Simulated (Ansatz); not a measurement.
**AlBFH3 (SMILES [BH2][AlH][F]): energies and forces away from the minimum**

An exercise on one series of results from a longer session: the logs are not shown, and one member is left open.

Computed with Ansatz 0.2.0, Gaussian basis. Level: single points with forces in def2-TZVPP.

Levels: PBE-D4, r2SCAN-D4, PBE0-D4, wB97M-V, Hartree-Fock, MP2, CCSD, CCSD(T). Each coordinate is moved by a Gaussian draw of the width named (0.7 of it for atoms other than hydrogen): 0.02, 0.02, 0.12, 0.09 Å.

Cores are frozen in the correlated methods.

6 further runs of the same task are left out: 6 set aside as unsound or not needed.

## Starting geometry

SMILES `[BH2][AlH][F]`, 6 atoms, charge 0, spin multiplicity 1.

Atoms are counted from 1 here; the program's logs count them from 0.

Bond lengths: B1–Al2 2.074 Å, B1–H4 1.178 Å, B1–H5 1.175 Å, Al2–F3 1.655 Å, Al2–H6 1.551 Å. Angles: Al2–B1–H4 121.8°, Al2–B1–H5 123.4°, H4–B1–H5 114.8°, B1–Al2–F3 123.3°, B1–Al2–H6 127.3°, F3–Al2–H6 109.4°.

Coordinates:

```
atom     x (Å)     y (Å)     z (Å)
  B1  -0.79799   0.43817  -0.67581
 Al2   0.68339  -0.31616   0.56370
  F3   0.72020  -1.88776   1.08232
  H4  -1.68710  -0.23209  -1.06112
  H5  -0.82083   1.55072  -1.05281
  H6   1.90233   0.44712   1.14371
```

The first run:

Input file relax/in.yaml:

```yaml
crystal:
  periodic: [false, false, false]
  atoms:
    - {symbol: B, position_ang: [-0.797990, 0.438170, -0.675810]}
    - {symbol: Al, position_ang: [0.683390, -0.316160, 0.563700]}
    - {symbol: F, position_ang: [0.720200, -1.887760, 1.082320]}
    - {symbol: H, position_ang: [-1.687100, -0.232090, -1.061120]}
    - {symbol: H, position_ang: [-0.820830, 1.550720, -1.052810]}
    - {symbol: H, position_ang: [1.902330, 0.447120, 1.143710]}
basis:
  gaussian: {orbitals: def2-TZVP}
hamiltonian: {xc: pbe0, dispersion: d4}
relax: {f_tol: 0.005, max_steps: 200}
```

No record of the launch command was kept for these runs.

Steps of the session up to this table: Relaxation at PBE0-D4; The minimum at every level; Structure 1, width 0.02 Å; Structure 2, width 0.02 Å; Structure 3, width 0.12 Å; Structure 4, width 0.09 Å.

One table of the session follows, with a row left open; its other results are not shown here.

```
   method  RMS force component (eV/Å)  angle to CCSD(T) forces (°)  dipole (D)
   PBE-D4                       1.904                          5.0        0.77
r2SCAN-D4                       1.800                          1.9        0.76
  PBE0-D4                       1.787                          1.7        0.83
  wB97M-V                           ?                            ?           ?
  CCSD(T)                       1.841                    reference        0.73
```

Q: Estimate the row for wB97M-V from the others.

The run gave: RMS force component (eV/Å): 1.853; angle to CCSD(T) forces (°): 1.9; dipole (D): 0.74. In the column «RMS force component (eV/Å)» it lies between CCSD(T) (1.841) and PBE-D4 (1.904).
